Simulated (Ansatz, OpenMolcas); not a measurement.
**How basis sets differ on SiH (SMILES [SiH])**

SiH has 2 atoms, charge 0, and is taken as a doublet. SMILES: `[SiH]`. Geometry: relaxed at GFN2-xTB.

```xyz
2

Si    0.0000    0.0000    0.0000
H     0.0000    0.0000    1.5166
```

Quantity: the energy change with the Si1–H2 bond stretched from 1.517 to 1.915 Å, in eV. The values are calculated.

| level | kind | program | value (eV) | CPU time (all runs) |
| --- | --- | --- | --- | --- |
| FCI/3-21G | exact in the basis | Ansatz | 0.39 | 0.8 s |
| FCI/cc-pVDZ | exact in the basis | OpenMolcas | 0.60 | 10 s |
| FCI/6-311G | exact in the basis | OpenMolcas | 0.38 | 11 s |
| FCI/6-311G** | exact in the basis | Ansatz | 0.66 | 6 s |

The first shape isn't each level's own minimum. The values span 0.38 to 0.66 eV. High-level rows in very small sets aren't better than simpler rows in larger ones. CPU times are rough (shared hosts, several kinds of processor): they show what a rung costs within a factor of a few.
